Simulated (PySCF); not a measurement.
Löwdin shares of the frontier orbitals

Compound: C4H10N2.
Z-matrix (Å and degrees, GFN2-xTB geometry), rows numbered from 1:
```
C 
C   1  1.3186
C   2  1.4962  1  124.25
N   3  1.4570  2  110.92  1  -136.49
C   4  1.4512  3  111.89  2   171.85
N   4  1.4163  3  109.21  2   -62.62
H   1  1.0765  2  121.89  3  -178.66
H   1  1.0783  2  121.98  3     0.77
H   2  1.0797  1  121.51  3   179.40
H   3  1.1083  2  108.81  1   101.63
H   3  1.0917  2  110.28  1   -16.89
H   5  1.0908  4  108.80  3  -178.29
H   5  1.0880  4  109.20  3   -59.98
H   5  1.1037  4  112.71  3    61.04
H   6  1.0266  4  111.61  3   -78.22
H   6  1.0151  4  108.49  3   162.32
```

Method used: PySCF, TDDFT CAM-B3LYP/def2-SVPD, vertical, gas phase, core orbitals frozen in the response.

Frontier orbitals with the atoms that hold most of them (Löwdin shares over 4%, at most four atoms; ? is withheld):

```csv
orbital,ε (eV),atoms
HOMO-3,-10.98,"C2 24%, C3 18%, C1 18%, H9 10%"
HOMO-2,-9.06,"N6 49%, N4 12%, C2 8%, C1 7%"
HOMO-1,-8.67,?
HOMO,?,?
LUMO,1.31,"C5 25%, H15 10%, H16 10%, H12 9%"
LUMO+1,1.67,"C2 32%, C1 31%, H8 8%, H7 6%"
LUMO+2,2.01,"C1 34%, H8 17%, H7 10%, H11 8%"
```

(1) Which atoms hold the HOMO, and with what shares?

(2) Which atoms hold the HOMO-1, and with what shares?

(3) What is the HOMO energy, and the HOMO–LUMO gap?

Answers

(1) N4 (bonded to 2 C and N) 53%; N6 (bonded to N and 2 H) 14%; C5 (bonded to N and 3 H) 8%; C3 (bonded to C, N and 2 H) 7%. By element: nitrogen 67%, carbon 15% or more.

(2) C1 (bonded to C and 2 H) 34%; C2 (bonded to 2 C and H) 31%; N6 (bonded to N and 2 H) 10%; C3 (bonded to C, N and 2 H) 6%. By element: carbon 70% or more, nitrogen 10% or more.

(3) ε(HOMO) = -7.88 eV; the gap is 9.19 eV (0.3376 hartree).

Problem. How does S1 compare with the orbital gap of 9.19 eV?

Solution. S1 is at 6.12 eV (f = 0.041), 3.07 eV below the gap, made of HOMO→LUMO (91%). Without the coupling terms of the response equations the lowest excitation would equal the gap.

Problem. Give energy, strength and leading configuration of S1 and S2, and follow the Löwdin shares of the leading atoms from the occupied to the empty orbital.

Solution. 
- S1 (6.12 eV, f 0.041), HOMO→LUMO (91%): N4 53% → at most 9%, N6 14% → at most 9%, C5 8% → 25%, H15 at most 8% → 10%
- S2 (6.52 eV, f 0.0015), HOMO→LUMO+1 (97%): N4 53% → at most 7%, N6 14% → at most 7%, C2 at most 8% → 32%, C1 at most 8% → 31%

One conformer stands for the species.
